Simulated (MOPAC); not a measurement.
MOPAC input (AM1):

```
AM1 1SCF CHARGE=-1 GEO-OK AUX(PRECISION=9) THREADS=1
C4H5

C     0.00227663 1    1.20322040 1    0.44486336 1
C    -0.00323775 1   -1.10658101 1    0.32114868 1
C     0.75429655 1    0.05058455 1   -0.25644294 1
C    -0.75323020 1    0.05431008 1   -0.25880444 1
H     0.00551906 1    2.07512735 1   -0.24949554 1
H    -0.00521134 1   -1.21291184 1    1.41329693 1
H    -0.00467620 1   -2.04349842 1   -0.23866461 1
H     1.26715092 1   -0.01708750 1   -1.21288037 1
H    -1.26341383 1   -0.01083375 1   -1.21684443 1
```

Q: What heat of formation does the run end on, and which ionisation energy by Koopmans theorem?

A: 138.80 kcal/mol; 1.28 eV.
